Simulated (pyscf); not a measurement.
O=AlH + NH₃ → H₂N–AlH–OH, an addition across a multiple bond or ene-type step (singlet surface; H–N broken, Al–N, H–O formed). Single points on ωB97X-D3(BJ)/def2-SVP structures (PySCF, gas phase). Correlated levels are frozen-core, on RHF or UHF. ΔMP2 is the change of the MP2 total energy from the triple- to the quadruple-zeta basis. Energies in kcal/mol from the separated reactants.

Small-basis levels: PySCF, no dispersion term, spherical d functions. AM1 to PM7: differences of heats of formation from MOPAC, which are fitted to 298 K values and so differ in kind from electronic energies by zero-point and thermal terms. Cost: rough CPU time at the saddle relative to B3LYP/6-31G*, from one job on a shared machine.

```
level                             barrier  reaction energy        cost
--------------------------------  -------  ---------------  ----------
HF/STO-3G                           -24.3           -112.6        0.04
HF/3-21G                            -38.5           -102.7        0.05
HF/6-31G*                           -19.9            -85.3        0.06
MP2/6-31G*                          -21.7            -68.9        0.08
SVWN5/6-31G*                        -40.8            -76.3         0.8
B3LYP/STO-3G                        -39.9            -85.1         0.6
B3LYP/6-31G*                        -25.1            -71.2           1
B3LYP/6-311+G**                     -20.7            -72.7           2
B3LYP/def2-SVP                        [?]            -76.5           1
PM3                                   [?]            -69.9  under 0.02
PM6                                  15.8            -31.5  under 0.02
PM7                                 -15.3            -73.4  under 0.02
CCSD(T)/def2-TZVPP + ΔMP2(QZVPP)      [?]            -76.6           –
```

**Question.** What belongs in the gaps?

**Answer.** 
- B3LYP/def2-SVP, barrier: -27.0
- PM3, barrier: -4.7
- CCSD(T)/def2-TZVPP + ΔMP2(QZVPP), barrier: -23.1

Against the last row the barrier runs from -17.6 (SVWN5/6-31G*) to +38.9 kcal/mol (PM6). CCSD(T)/def2-TZVPP + ΔMP2(QZVPP) has limits of its own. On the reactant side the descent ends in an adduct with a Al–N contact, 32.7 kcal/mol under the separated species and 5.5 kcal/mol under the saddle at ωB97X-D3(BJ)/def2-TZVP. At CCSD(T) the saddle lies under the separated reactants, which points to a path from their complex (located at ωB97X-D3(BJ) alone). What is counted as formed (Al–N) is already present as a longer contact in the reactant adduct; forming that adduct is a step of its own. At ωB97X-D3(BJ)/def2-TZVP the barrier from the zero used here is -27.2 kcal/mol. O=AlH lies 43.9 kcal/mol over its isomer HO–Al [singlet] (electronic energy, ωB97M-D3(BJ)/def2-TZVP). This is the saddle that the search found; another between the same sides may lie lower. The CCSD(T) − MP2 part came from Ansatz, without density fitting, on the same reference. The largest closed-shell T1 diagnostic is 0.031, which may signal static correlation.
